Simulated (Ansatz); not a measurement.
A structure relaxed at r2SCAN-D4/def2-TZVP in Ansatz, charge 0, singlet:

```xyz
3

C     0.000    0.000    0.000
C    -0.861    0.947   -0.178
C     0.861   -0.948    0.178
```

**Question.** Give its formula and point group.

**Answer.** the cluster C3. Point group D∞h (tolerance 0.1 Å).

**Question.** Summarise the bond lengths by kind (pairs closer than 1.2 times the sum of covalent radii, bridged metal pairs left out).

**Answer.** 2 × C–C 1.29 Å.

The structure comes from a short search, and lower isomers may exist.
